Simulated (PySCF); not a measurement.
**Where the electron goes**

Compound: C2H2FN3.
Numbering: `[F:1][c:2]1[cH:3][n:4][n:5][nH:6]1` (hydrogens: H7 on C3; H8 on N6)

Computed with PySCF 2.14.0, density-fitted response routines, TDDFT wB97X-D/def2-SVPD, vertical, gas phase, core orbitals frozen in the response. Isolated species at its PBE0-D3(BJ)/def2-SVP geometry, gas phase.

Frontier orbitals with the atoms that hold most of them (Löwdin shares over 4%, at most four atoms; ? is withheld):

```json
{"orbital": "HOMO-3", "ε (eV)": "-12.10", "atoms": "N5 50%, N4 30%, C3 6%, N6 6%"}
{"orbital": "HOMO-2", "ε (eV)": "-11.13", "atoms": "N6 34%, N4 33%, C3 12%, N5 10%"}
{"orbital": "HOMO-1", "ε (eV)": "-9.91", "atoms": "?"}
{"orbital": "HOMO", "ε (eV)": "-9.71", "atoms": "C3 26%, N5 25%, C2 24%, F1 10%"}
{"orbital": "LUMO", "ε (eV)": "1.50", "atoms": "?"}
{"orbital": "LUMO+1", "ε (eV)": "2.14", "atoms": "C2 42%, F1 20%, H8 16%, C3 8%"}
{"orbital": "LUMO+2", "ε (eV)": "2.82", "atoms": "H8 49%, N6 15%, F1 15%, C2 8%"}
```

(1) Give the leading atoms of the LUMO.

(2) Give the leading atoms of the HOMO-1.

(3) How does S1 compare with the orbital gap of 11.21 eV?

(4) Give energy, strength and leading configuration of S1, S2, S3 and S8, and follow the Löwdin shares of the leading atoms from the occupied to the empty orbital.

## Answers

(1) N5 (bonded to 2 N) 31%; N4 (bonded to C and N) 22%; N6 (bonded to C, N and H) 20%; C2 (bonded to C, F and N) 15%. By element: nitrogen 73%, carbon 15% or more.

(2) N4 (bonded to C and N) 50%; N5 (bonded to 2 N) 27%; C3 (bonded to C, N and H) 10%; N6 (bonded to C, N and H) 8%. By element: nitrogen 85%, carbon 10% or more.

(3) S1 is at 5.81 eV (f = 0.0087), 5.40 eV below the gap, made of HOMO-1→LUMO (97%). Its leading pair isn't HOMO and LUMO; the energies of that pair differ by 11.41 eV. 

(4) 
- S1 (5.81 eV, f 0.0087), HOMO-1→LUMO (97%): N4 50% → 22%, N5 27% → 31%
- S2 (6.82 eV, f 0.119), HOMO→LUMO (90%): C3 26% → at most 12%, N5 25% → 31%, N4 at most 10% → 22%
- S3 (7.40 eV, f 0.016), HOMO→LUMO+1 (86%): C3 26% → 8%, N5 25% → at most 8%, C2 24% → 42%, F1 10% → 20%
- S8 (8.13 eV, f 0.0008), HOMO-1→LUMO+1 (91%): N4 50% → at most 8%, N5 27% → at most 8%, C2 at most 6% → 42%, F1 at most 6% → 20%

The run took 35 s wall on an Arm Neoverse V2 with one thread, no GPU, shared host with 32 logical CPUs at a one-minute load of 15, and the process peaked at 0.68 GiB of memory.
